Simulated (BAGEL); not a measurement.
**A workflow on CH6Si (methylsilane)**

We compute a series of 15 runs (PBE0/cc-pVDZ, RI-MP2/cc-pVDZ) of CH6Si. 

The results are computed with BAGEL 1.2.2.

### Step 1. The molecule

CH6Si has 8 atoms, charge 0, and is taken as a singlet. As SMILES, `C[SiH3]`. One bond was lengthened or shortened from a relaxed shape.

Bond lengths: C1–Si2 1.871 Å, C1–H3 1.092 Å, C1–H4 1.092 Å, C1–H5 0.928 Å, Si2–H6 1.488 Å, Si2–H7 1.488 Å, Si2–H8 1.488 Å. Some angles: C1–Si2–H6 110.7°, C1–Si2–H7 110.7°, C1–Si2–H8 110.7°, Si2–C1–H3 110.8°, Si2–C1–H4 110.8°, Si2–C1–H5 110.8°, H6–Si2–H7 108.2°, H6–Si2–H8 108.2°, H7–Si2–H8 108.2°, H3–C1–H4 108.1°.

### Step 2. The energy at PBE0/cc-pVDZ (density fitting with svp-jkfit) (run 1)

Contents of calc.json:

```json
{ "bagel" : [

{
  "title" : "molecule",
  "basis" : "cc-pvdz.json",
  "df_basis" : "svp-jkfit",
  "angstrom" : true,
  "geometry" : [
    { "atom" : "C", "xyz" : [      -0.141285,       0.395889,      -0.969334 ] },
    { "atom" : "Si", "xyz" : [       0.202635,      -0.058401,       0.812466 ] },
    { "atom" : "H", "xyz" : [      -1.200255,       0.268659,      -1.204614 ] },
    { "atom" : "H", "xyz" : [       0.435685,      -0.235271,      -1.648834 ] },
    { "atom" : "H", "xyz" : [       0.086600,       1.280720,      -1.133860 ] },
    { "atom" : "H", "xyz" : [      -0.584745,       0.802369,       1.736356 ] },
    { "atom" : "H", "xyz" : [       1.645775,       0.116139,       1.130836 ] },
    { "atom" : "H", "xyz" : [      -0.162895,      -1.477061,       1.073746 ] }
  ]
},

{
  "title" : "ks",
  "xc_func" : "pbe0"
},

{
  "title" : "print",
  "file" : "orbitals.molden",
  "orbitals" : true
}

]}
```

The basis set cc-pVDZ is read from a file made from the Basis Set Exchange's data (not shown).

The run is started by

```console
$ BAGEL_NUM_THREADS=1 BAGEL calc.json > calc.out
```

Log:

```text
* using 1 threads per process

  ===============================================================
  ===============================================================

  *** Geometry ***

  { "atom" : "C", "xyz" : [     -0.266990,      0.748122,     -1.831776 ] },
  { "atom" : "Si", "xyz" : [      0.382925,     -0.110362,      1.535338 ] },
  { "atom" : "H", "xyz" : [     -2.268153,      0.507692,     -2.276391 ] },
[... 4 lines of this table left out ...]
  { "atom" : "H", "xyz" : [     -0.307827,     -2.791241,      2.029086 ] },

  Number of auxiliary basis functions:      311

  Since a DF basis is specified, we compute 2- and 3-index integrals:
    o Being stored without compression. Storage requirement is 0.010 GB

  Number of basis functions:       62
  Number of electrons      :       26

    * METHOD: MOLECULE                             0.08

  *** Kohn-Sham DFT ***

    * Removing 12992 points whose weight is below 1.00e-10
    * Grid points: 106256

  === Nuclear Repulsion ===
    63.5656537849

       - DIIS with orbital gradients will be used.

  === KS iteration (pbe0 / cc-pvdz.json) ===
      0       -317.60247944          0.09133882           0.22
      1       -324.81687561          0.12331073           0.21
      2       -326.38438167          0.10462675           0.21
[... 10 lines of this table left out ...]
     13       -330.99453838          0.00000000           0.21
    * SCF iteration converged.

    * Permanent dipole moment:
           (    0.059110,    -0.092891,     0.323058) a.u.

    * METHOD: KS                                   3.42

    * METHOD: PRINT                                0.01

  ===============================================================
```

Run time: 3.9 s. Hardware: 1 thread of Intel Xeon Platinum 8488C (Sapphire Rapids), shared host; peak memory 0.3 GiB.

### Step 3. Bond 5-1 at 1.092 A: a single-point energy at RI-MP2/cc-pVDZ (density fitting with svp-jkfit) (run 2)

Contents of calc.json:

```json
{ "bagel" : [

{
  "title" : "molecule",
  "basis" : "cc-pvdz.json",
  "df_basis" : "svp-jkfit",
  "angstrom" : true,
  "geometry" : [
    { "atom" : "C", "xyz" : [      -0.181491,       0.239776,      -0.940307 ] },
    { "atom" : "Si", "xyz" : [       0.162429,      -0.214514,       0.841493 ] },
    { "atom" : "H", "xyz" : [      -1.240461,       0.112546,      -1.175587 ] },
    { "atom" : "H", "xyz" : [       0.395479,      -0.391384,      -1.619807 ] },
    { "atom" : "H", "xyz" : [       0.086600,       1.280720,      -1.133860 ] },
    { "atom" : "H", "xyz" : [      -0.624951,       0.646256,       1.765383 ] },
    { "atom" : "H", "xyz" : [       1.605569,      -0.039974,       1.159863 ] },
    { "atom" : "H", "xyz" : [      -0.203101,      -1.633174,       1.102773 ] }
  ]
},

{ "title" : "hf" },

{ "title" : "mp2", "ncore" : 6 }

]}
```

The basis set cc-pVDZ is read from a file made from the Basis Set Exchange's data (not shown).

The run is started by

```console
$ BAGEL_NUM_THREADS=1 BAGEL calc.json > calc.out
```

Log:

```text
* using 1 threads per process

  ===============================================================
  ===============================================================

  *** Geometry ***

  { "atom" : "C", "xyz" : [     -0.342968,      0.453111,     -1.776923 ] },
  { "atom" : "Si", "xyz" : [      0.306946,     -0.405373,      1.590191 ] },
  { "atom" : "H", "xyz" : [     -2.344132,      0.212681,     -2.221537 ] },
[... 4 lines of this table left out ...]
  { "atom" : "H", "xyz" : [     -0.383805,     -3.086252,      2.083939 ] },

[... 23 lines left out ...]
    * SCF iteration converged.
[... 1 line left out ...]
    * Permanent dipole moment:
[... 2 lines left out ...]
    * METHOD: HF                                   0.21

  *** RHF ***

  === Nuclear Repulsion ===
    62.8488025296

      * DIIS with orbital gradients will be used.

  === RHF iteration (cc-pvdz.json) ===
      0       -330.29123110          0.00000000           0.01
    * SCF iteration converged.

    * Permanent dipole moment:
           (    0.055985,    -0.073957,     0.290028) a.u.

  === DF-MP2 calculation ===

    * freezing 6 orbitals
    * 3-index integral transformation done
    * assembly done

      MP2 correlation energy:   -0.2584243549      0.01

      MP2 total energy:       -330.5496554553

    * METHOD: MP2                                  0.05

  ===============================================================
```

Wall time 0.56 s (1 thread of Intel Xeon Platinum 8488C (Sapphire Rapids), shared host); peak memory 0.15 GiB.

Runs 3 to 14 aren't shown in full; the table further down has their settings and results.

### Step 4. Bond 5-1 at 3.058 A: a single-point energy at PBE0/cc-pVDZ (density fitting with svp-jkfit) (run 15)

Contents of input.json:

```json
{ "bagel": [

{
  "title": "molecule",
  "basis": "cc-pvdz.json",
  "df_basis": "svp-jkfit",
  "angstrom": true,
  "geometry": [
    { "atom": "C", "xyz": [      -0.664089,      -1.634058,      -0.591886 ] },
    { "atom": "Si", "xyz": [      -0.320169,      -2.088348,       1.189914 ] },
    { "atom": "H", "xyz": [      -1.723059,      -1.761288,      -0.827166 ] },
    { "atom": "H", "xyz": [      -0.087119,      -2.265218,      -1.271386 ] },
    { "atom": "H", "xyz": [       0.086600,       1.280720,      -1.133860 ] },
    { "atom": "H", "xyz": [      -1.107549,      -1.227578,       2.113804 ] },
    { "atom": "H", "xyz": [       1.122971,      -1.913808,       1.508284 ] },
    { "atom": "H", "xyz": [      -0.685699,      -3.507008,       1.451194 ] }
  ]
},

{
  "title": "ks",
  "xc_func": "pbe0"
},

{
  "title": "print",
  "file": "orbitals.molden",
  "orbitals": true
}

]}
```

The basis set cc-pVDZ is read from a file made from the Basis Set Exchange's data (not shown).

The run is started by

```console
$ BAGEL_NUM_THREADS=1 BAGEL input.json > input.out
```

Log:

```text
* using 1 threads per process

  ===============================================================
  ===============================================================

  *** Geometry ***

  { "atom" : "C", "xyz" : [     -1.254946,     -3.087922,     -1.118502 ] },
  { "atom" : "Si", "xyz" : [     -0.605032,     -3.946406,      2.248612 ] },
  { "atom" : "H", "xyz" : [     -3.256110,     -3.328352,     -1.563117 ] },
[... 4 lines of this table left out ...]
  { "atom" : "H", "xyz" : [     -1.295783,     -6.627285,      2.742359 ] },

  Number of auxiliary basis functions:      311

  Since a DF basis is specified, we compute 2- and 3-index integrals:
    o Being stored without compression. Storage requirement is 0.010 GB

  Number of basis functions:       62
  Number of electrons      :       26

    * METHOD: MOLECULE                             0.08

  *** Kohn-Sham DFT ***

    * Removing 11329 points whose weight is below 1.00e-10
    * Grid points: 107919

  === Nuclear Repulsion ===
    59.3452227312

       - DIIS with orbital gradients will be used.

  === KS iteration (pbe0 / cc-pvdz.json) ===
      0       -317.75864288          0.08462829           0.24
      1       -323.45885170          0.11101194           0.21
      2       -323.73962824          0.11146489           0.21
[... 18 lines of this table left out ...]
     21       -330.79099311          0.00000001           0.21
    * SCF iteration converged.

    * Permanent dipole moment:
           (    0.222199,     0.716988,     0.005057) a.u.

    * METHOD: KS                                   5.18

    * METHOD: PRINT                                0.01

  ===============================================================
```

It took 5.7 s on 1 thread of Intel Xeon Platinum 8488C (Sapphire Rapids), shared host; peak memory 0.31 GiB.

### Step 5. The series

| run | level | frozen core orbitals | partner | energy (Eh) | dipole moment (D) | HOMO energy (eV) | LUMO energy (eV) | wall time |
| --- | --- | --- | --- | --- | --- | --- | --- | --- |
| 1 | PBE0/cc-pVDZ (density fitting with svp-jkfit) | – | bond 5-1 at 0.928 A | -330.994538 | 0.87 | -9.17 | 1.36 | 3.9 s |
| 2 | RI-MP2/cc-pVDZ (density fitting with svp-jkfit) | 6 | bond 5-1 at 1.092 A | -330.549655 | – | – | – | 0.56 s |
| 3 | PBE0/cc-pVDZ (density fitting with svp-jkfit) | – | bond 5-1 at 1.092 A | -331.020636 | 0.84 | -9.17 | 1.31 | 3.6 s |
| 4 | RI-MP2/cc-pVDZ (density fitting with svp-jkfit) | 6 | bond 5-1 at 1.256 A | -330.538413 | – | – | – | 0.6 s |
| 5 | PBE0/cc-pVDZ (density fitting with svp-jkfit) | – | bond 5-1 at 1.256 A | -331.009445 | 0.79 | -9.13 | 1.15 | 3.9 s |
| 6 | RI-MP2/cc-pVDZ (density fitting with svp-jkfit) | 6 | bond 5-1 at 1.475 A | -330.503018 | – | – | – | 0.54 s |
| 7 | PBE0/cc-pVDZ (density fitting with svp-jkfit) | – | bond 5-1 at 1.475 A | -330.974988 | 0.72 | -8.93 | 0.41 | 3.9 s |
| 8 | RI-MP2/cc-pVDZ (density fitting with svp-jkfit) | 6 | bond 5-1 at 1.748 A | -330.453904 | – | – | – | 0.58 s |
| 9 | PBE0/cc-pVDZ (density fitting with svp-jkfit) | – | bond 5-1 at 1.748 A | -330.927410 | 0.71 | -8.50 | -1.03 | 4.2 s |
| 10 | RI-MP2/cc-pVDZ (density fitting with svp-jkfit) | 6 | bond 5-1 at 2.075 A | -330.403315 | – | – | – | 0.62 s |
| 11 | PBE0/cc-pVDZ (density fitting with svp-jkfit) | – | bond 5-1 at 2.075 A | -330.878122 | 0.92 | -7.90 | -2.42 | 4.2 s |
| 12 | RI-MP2/cc-pVDZ (density fitting with svp-jkfit) | 6 | bond 5-1 at 2.512 A | -330.355314 | – | – | – | 0.58 s |
| 13 | PBE0/cc-pVDZ (density fitting with svp-jkfit) | – | bond 5-1 at 2.512 A | -330.829604 | 1.39 | -7.26 | -3.61 | 4.5 s |
| 14 | RI-MP2/cc-pVDZ (density fitting with svp-jkfit) | 6 | bond 5-1 at 3.058 A | -330.323140 | – | – | – | 0.56 s |
| 15 | PBE0/cc-pVDZ (density fitting with svp-jkfit) | – | bond 5-1 at 3.058 A | -330.790993 | 1.91 | -6.74 | -4.43 | 5.7 s |

### Step 6. What came out

| quantity | value |
| --- | --- |
| bond 5-1 at 3.058 A, run 15: total energy | -330.79099 Eh |
| bond 5-1 at 3.058 A, run 15: dipole moment | 1.91 D |
| bond 5-1 at 3.058 A, run 15: HOMO energy | -6.74 eV |
| bond 5-1 at 3.058 A, run 15: LUMO energy | -4.43 eV |
| bond 5-1 at 3.058 A, run 15: HOMO–LUMO gap | 2.31 eV |

What this shows: In runs 10, 11, 12, 13, 14, 15 a closed-shell determinant meets a far-stretched bond, which it describes badly. All runs together took 38 s, the longest 5.7 s.
